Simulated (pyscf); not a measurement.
This saddle point was located with ωB97X-D3(BJ)/def2-SVP in PySCF.

```xyz
10

Ge    -2.0043    -0.6376    -0.0611
H      1.5642    -0.4911     0.6808
H     -3.0624    -0.9591    -1.1077
H     -2.1222    -1.3364     1.2853
C     -0.2716    -0.0539    -0.6461
C     -1.0922     1.0896    -0.0923
H      0.8180    -0.3837     0.1562
H      0.0879    -0.0374    -1.6816
H     -1.3854     1.8966    -0.7749
H     -0.7992     1.4632     0.8984
```
Charge 0, spin multiplicity 2.

Surface: doublet, charge 0. Lowest wavenumbers (cm⁻¹): 1336i, 211, 278, 443, 510.

Problem. What reaction is this the transition state of?

Solution. C₂H₆Ge (SMILES [CH2]1[CH2][GeH2]1) + H• (SMILES [H]) <-> C₂H₅Ge (SMILES [CH]1[CH2][GeH2]1) [doublet] + H₂ (SMILES [H][H]), a hydrogen abstraction read from left to right: C–H broken and H–H formed. At ωB97M-D3(BJ)/def2-TZVP it lies +49.4 kJ/mol from the left side and +36.7 kJ/mol from the right (each side as separated species at their lowest minima found). This saddle turned up in a search for another step; its sides and bond changes are read from the two ends of the descent. cyclic C₂H₅Ge (SMILES [CH]1[CH2][GeH2]1) [doublet] lies 141.7 kJ/mol over its isomer H₂C=CH–GeH₂• (electronic energy, ωB97M-D3(BJ)/def2-TZVP). This is the saddle that the search found; another between the same sides may lie lower. The angle at the transferred H is 173°. Elements up to Kr have no core potential and no relativistic terms here.
